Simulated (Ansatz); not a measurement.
# [PH4]+ (phosphonium): CCSD(T)/6-31G

What is the energy change on altering one bond length of [PH4]+ (phosphonium) at CCSD(T)/6-31G? 

Program for the calculation: Ansatz 0.2.0.

**1. The system as given**

[PH4]+: 5 atoms, total charge +1, spin state singlet. As SMILES, `[PH4+]`. Geometry: relaxed at GFN2-xTB.

Bond lengths: P1–H2 1.375 Å, P1–H3 1.375 Å, P1–H4 1.375 Å, P1–H5 1.375 Å. Angles: H2–P1–H3 109.5°, H2–P1–H4 109.5°, H2–P1–H5 109.5°, H3–P1–H4 109.5°, H3–P1–H5 109.5°, H4–P1–H5 109.5°.

**2. The energy at CCSD(T)/6-31G**

Input file input.yaml:

```yaml
crystal:
  periodic: [false, false, false]
  atoms:
    - {symbol: P, position_ang: [-0.000020, -0.000000, 0.000050]}
    - {symbol: H, position_ang: [1.357460, -0.061330, 0.210450]}
    - {symbol: H, position_ang: [-0.617320, -1.016050, 0.691010]}
    - {symbol: H, position_ang: [-0.261860, -0.133750, -1.343340]}
    - {symbol: H, position_ang: [-0.478250, 1.211140, 0.441830]}
basis:
  gaussian:
    orbitals: 6-31G
total_charge: 1
correlation:
  method: ccsd_t
  frozen_orbitals: {H: 0, P: 5}
accuracy: high
scf:
  omitted_lower_state_checks: [cluster_reference, increment]
```

On the command line:

```bash
ansatz run input.yaml --threads 1 --pin off --max-ram 2610MiB --events-out events.jsonl --progress --plain --runs-dir runs
```

The program printed, shortened:

```text
Warning: RAYON_NUM_THREADS=1 ignored (pool sized by the plan → 1); use --threads N
Functional definition: HF
  name "HF"
[...]
478 factors; integrals over basis functions are off by at most 3.8e-9 eV
[...]
mean field -9325.23093475 eV, -342.6959159835 hartree, gradient 4.6e-9 eV, S^2 0.000000; 0 other end points of the search recorded, 0 dependent functions left out
5 core orbitals not correlated: weight in the atoms' cores, before any rotation towards them, 1.000 or more for the frozen orbitals, at most 0.000 for the correlated occupied ones
reference -9325.23093475 eV, -342.6959159835 hartree; 4, 4 occupied and 12, 12 virtual orbitals, 478 factors
second order -1.79499077 eV of doubles, -0.00000000 eV of singles
cycle   1  -2.22456319 eV  change   -4.3e-1 eV  update   4.9e-2
[...]
cycle  16  -2.42659811 eV  change   1.0e-10 eV  update  2.5e-10
perturbative correction -0.01995201 eV, -0.0007332227 hartree
Total energy: -9327.67748486 eV, -342.7858250418 hartree
Checks for a lower state left out: cluster_reference, increment
```

Run time: 0.26 s. Hardware: 1 thread of AMD EPYC 7R43 (Zen 3), shared host.

**3. The distorted shape at the same level**

Input file input.yaml:

```yaml
crystal:
  periodic: [false, false, false]
  atoms:
    - {symbol: P, position_ang: [0.154283, 0.253976, -0.172665]}
    - {symbol: H, position_ang: [1.511763, 0.192646, 0.037735]}
    - {symbol: H, position_ang: [-0.617320, -1.016050, 0.691010]}
    - {symbol: H, position_ang: [-0.107557, 0.120226, -1.516055]}
    - {symbol: H, position_ang: [-0.323947, 1.465116, 0.269115]}
basis:
  gaussian: {orbitals: 6-31G}
total_charge: 1
magnetization: {spin_polarized: false}
correlation: {method: ccsd_t, frozen_orbitals: {H: 0, P: 5}}
accuracy: high
scf: {omitted_lower_state_checks: [cluster_reference, increment]}
```

On the command line:

```bash
ansatz run input.yaml --threads 1 --pin off --max-ram 2610MiB --events-out events.jsonl --progress --plain --runs-dir runs
```

The program printed, shortened:

```text
Warning: RAYON_NUM_THREADS=1 ignored (pool sized by the plan → 1); use --threads N
Functional definition: HF
  name "HF"
[...]
476 factors; integrals over basis functions are off by at most 4.1e-9 eV
[...]
mean field -9324.43792023 eV, -342.6667732374 hartree, gradient 3.1e-8 eV, S^2 0.000000; 0 other end points of the search recorded, 0 dependent functions left out
5 core orbitals not correlated: weight in the atoms' cores, before any rotation towards them, 1.000 or more for the frozen orbitals, at most 0.000 for the correlated occupied ones
reference -9324.43792023 eV, -342.6667732374 hartree; 4, 4 occupied and 12, 12 virtual orbitals, 476 factors
second order -1.92785342 eV of doubles, -0.00000000 eV of singles
cycle   1  -2.39589759 eV  change   -4.7e-1 eV  update   5.7e-2
[...]
cycle  19  -2.64588709 eV  change   4.1e-11 eV  update  3.4e-10
perturbative correction -0.02515077 eV, -0.0009242737 hartree
Total energy: -9327.10895809 eV, -342.7649320682 hartree
Checks for a lower state left out: cluster_reference, increment
```

It took 0.26 s on 1 thread of AMD EPYC 7R43 (Zen 3), shared host.

**4. What came out**

Level: CCSD(T)/6-31G, 5 core orbitals frozen.

| quantity | value |
| --- | --- |
| first shape: total energy | -342.78583 Eh |
| first shape: correlation energy (5 core orbitals frozen) | -89.9 mEh |
| first shape: (T) correction | -0.73 mEh |
| first shape: T1 diagnostic | 0.004 |
| distorted shape: total energy | -342.76493 Eh |
| distorted shape: correlation energy (5 core orbitals frozen) | -98.2 mEh |
| distorted shape: (T) correction | -0.92 mEh |
| distorted shape: T1 diagnostic | 0.006 |
| energy change with the P1–H3 bond stretched from 1.375 to 1.719 Å | 0.569 eV |

With the P1–H3 bond stretched from 1.375 to 1.719 Å the energy rises by 0.57 eV (13.1 kcal/mol). The first shape isn't relaxed at this level, so the change isn't measured from a minimum. The triples (first shape) make up 0.8 % of the correlation energy. The triples (distorted shape) make up 0.9 % of the correlation energy.
